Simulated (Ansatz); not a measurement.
Process, species as SMILES: FC(F)(F)F → C atom + 4 F atom
B3LYP-D3(BJ)/def2-TZVP geometries, fixed; electronic energies without zero-point terms.
Largest species:
```
C
F 1 1.3260
F 1 1.3260 2 109.47
F 1 1.3260 2 109.47 3 120.00
F 1 1.3260 2 109.47 4 120.00
```
Charge 0, spin multiplicity 1.

Basis-set convergence of the atomisation energy at wB97M-V with Ansatz (an electronic-structure program). All functions are spherical. The program fits the integrals of some runs and decomposes those of others, by size. Open shells are unrestricted. The functional holds VV10 correlation; no added dispersion term, no relativity. Functions are those of the species that has most. Reference: the value in aug-cc-pVQZ, 479.62 kcal/mol, itself unsure by roughly 0.40 kcal/mol (its mean distance from def2-QZVPPD, pcseg-3, def2-QZVPP). Deviations are taken from unrounded values.

| basis | functions | atomisation energy (kcal/mol) |
|---|---|---|
| cc-pVDZ | 70 | 481.72 |
| aug-cc-pVDZ | 115 | 471.36 |
| def2-SVP | 70 | 500.05 |
| def2-SVPD | 112 | 486.53 |
| pcseg-1 | 70 | 475.90 |
| aug-pcseg-1 | 115 | 478.79 |
| 6-311G** | 90 | 478.28 |
| 6-311+G** | 110 | 467.39 |
| cc-pVTZ | 150 | 483.51 |
| aug-cc-pVTZ | 230 | 479.05 |
| pcseg-2 | 150 | 479.92 |
| aug-pcseg-2 | 230 | 480.31 |
| def2-TZVPP | 155 | 480.18 |
| def2-TZVPPD | 197 | 478.67 |
| cc-pVQZ | 275 | 481.49 |
| aug-cc-pVQZ | 400 | 479.62 |
| def2-QZVPP | 285 | 479.51 |
| def2-QZVPPD | 327 | 479.12 |

What the diffuse functions change, pair by pair:
- cc-pVDZ to aug-cc-pVDZ: 45 more functions, deviation 2.10 to -8.26 kcal/mol
- def2-SVP to def2-SVPD: 42 more functions, deviation 20.43 to 6.92 kcal/mol
- pcseg-1 to aug-pcseg-1: 45 more functions, deviation -3.72 to -0.83 kcal/mol
- 6-311G** to 6-311+G**: 20 more functions, deviation -1.34 to -12.23 kcal/mol
- cc-pVTZ to aug-cc-pVTZ: 80 more functions, deviation 3.90 to -0.56 kcal/mol
- pcseg-2 to aug-pcseg-2: 80 more functions, deviation 0.30 to 0.70 kcal/mol
- def2-TZVPP to def2-TZVPPD: 42 more functions, deviation 0.57 to -0.95 kcal/mol
- cc-pVQZ to aug-cc-pVQZ: 125 more functions, deviation 1.88 to 0.00 kcal/mol
- def2-QZVPP to def2-QZVPPD: 42 more functions, deviation -0.11 to -0.49 kcal/mol

Leaving out the reference's own pair, they bring the value nearer the reference by more than 0.40 kcal/mol in 3 of 8 pairs.
